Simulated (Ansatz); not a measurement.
# CH4SSi (SMILES C[Si]S): functionals against CCSD(T) at one geometry

Aim: energy, forces and dipole at a structure displaced at random from a GFN2-xTB minimum, from CCSD(T) and from density functionals.

Program: Ansatz 0.2.0, Gaussian basis. Level of theory: single points in def2-TZVPP. These are calculated values, not measurements.

Correlated methods freeze the cores.

## (1) Where the work starts

SMILES `C[Si]S`, 7 atoms, charge 0, spin multiplicity 1.

Atoms are counted from 1 here; the program's logs count them from 0.

Bond lengths: C1–Si2 1.881 Å, C1–H4 1.008 Å, C1–H5 1.226 Å, C1–H6 1.057 Å, Si2–S3 2.196 Å, S3–H7 1.428 Å. Angles: Si2–C1–H4 118.3°, Si2–C1–H5 111.7°, Si2–C1–H6 121.0°, H4–C1–H5 110.6°, H4–C1–H6 96.0°, H5–C1–H6 96.4°, C1–Si2–S3 92.2°, Si2–S3–H7 98.8°.

Geometry (Å):

```csv
atom,x (Å),y (Å),z (Å)
C1,-0.8737,0.5804,-0.2929
Si2,0.2493,0.0657,1.1255
S3,1.4999,-1.1631,-0.1967
H4,-1.4334,-0.1282,-0.7413
H5,-0.2730,1.2483,-1.1266
H6,-1.6646,1.2649,-0.1410
H7,2.2860,-1.8224,0.7970
```

## (2) CCSD(T)/def2-TZVPP

run/in.yaml reads:

```yaml
crystal:
  periodic: [false, false, false]
  atoms:
    - {symbol: C, position_ang: [-0.873700, 0.580400, -0.292900]}
    - {symbol: Si, position_ang: [0.249300, 0.065700, 1.125500]}
    - {symbol: S, position_ang: [1.499900, -1.163100, -0.196700]}
    - {symbol: H, position_ang: [-1.433400, -0.128200, -0.741300]}
    - {symbol: H, position_ang: [-0.273000, 1.248300, -1.126600]}
    - {symbol: H, position_ang: [-1.664600, 1.264900, -0.141000]}
    - {symbol: H, position_ang: [2.286000, -1.822400, 0.797000]}
basis:
  gaussian: {orbitals: def2-TZVPP}
correlation: {method: ccsd_t}
output: {forces: true}
```

Run with:

```
ansatz run in.yaml --threads 4 --pin off --events-out ev --progress --plain --max-ram 5222MiB
```

## (3) PBE0-D4/def2-TZVPP

run/in.yaml, as its differences from that of step 2:

```diff
@@ -12,3 +12,3 @@
   gaussian: {orbitals: def2-TZVPP}
-correlation: {method: ccsd_t}
-output: {forces: true}
+hamiltonian: {xc: pbe0, dispersion: d4}
+output: {forces: true, orbitals: {seedname: orbitals}}
```

## (4) wB97M-V/def2-TZVPP

run/in.yaml, as its differences from that of step 3:

```diff
@@ -12,3 +12,3 @@
   gaussian: {orbitals: def2-TZVPP}
-hamiltonian: {xc: pbe0, dispersion: d4}
-output: {forces: true, orbitals: {seedname: orbitals}}
+hamiltonian: {xc: {name: wB97M-V}}
+output: {forces: true}
```

## (5) r2SCAN-D4/def2-TZVPP

run/in.yaml, as its differences from that of step 4:

```diff
@@ -12,3 +12,3 @@
   gaussian: {orbitals: def2-TZVPP}
-hamiltonian: {xc: {name: wB97M-V}}
+hamiltonian: {xc: r2scan, dispersion: d4}
 output: {forces: true}
```

## (6) PBE-D4/def2-TZVPP

run/in.yaml, as its differences from that of step 5:

```diff
@@ -12,3 +12,3 @@
   gaussian: {orbitals: def2-TZVPP}
-hamiltonian: {xc: r2scan, dispersion: d4}
+hamiltonian: {xc: pbe, dispersion: d4}
 output: {forces: true}
```

## (7) SPW92/def2-TZVPP

run/in.yaml, as its differences from that of step 6:

```diff
@@ -12,3 +12,3 @@
   gaussian: {orbitals: def2-TZVPP}
-hamiltonian: {xc: pbe, dispersion: d4}
+hamiltonian: {xc: lda}
 output: {forces: true}
```

## (8) HSE06-D4/def2-TZVPP

run/in.yaml, as its differences from that of step 7:

```diff
@@ -12,3 +12,3 @@
   gaussian: {orbitals: def2-TZVPP}
-hamiltonian: {xc: lda}
+hamiltonian: {xc: hse06, dispersion: d4}
 output: {forces: true}
```

(Steps that only read results are left out.)

What does the calculation give? Wanted: energy less free atoms, CCSD(T)/def2-TZVPP; RMS force component; RMS force error; HOMO and LUMO, PBE0-D4; T1 diagnostic.

The runs gave:

| quantity | value |
| --- | --- |
| energy less free atoms, CCSD(T)/def2-TZVPP | -525.8 kcal/mol |
| RMS force component | 1.668 to 1.707 eV/Å over the methods |
| RMS force error | PBE0-D4 0.067, wB97M-V 0.058, r2SCAN-D4 0.065, PBE-D4 0.172, SPW92 0.277, HSE06-D4 0.065 eV/Å |
| HOMO and LUMO, PBE0-D4 | -6.59 and -2.27 eV |
| T1 diagnostic | 0.015 |

Against CCSD(T) the functionals' energies less atoms differ by -91.8 to -15.8 kcal/mol, PBE-D4 by -25.0 kcal/mol. CCSD(T) in triple zeta still lacks some correlation energy of the bonds, so part of these gaps is its own basis error and they don't rank the functionals. The forces of wB97M-V come nearest to CCSD(T), those of SPW92 are farthest. Frozen-core CCSD(T) forces in triple zeta carry basis errors of their own, and this is one geometry, so small gaps rank nothing. The restricted Hartree–Fock reference is unstable towards an unrestricted one at one or more of these structures.
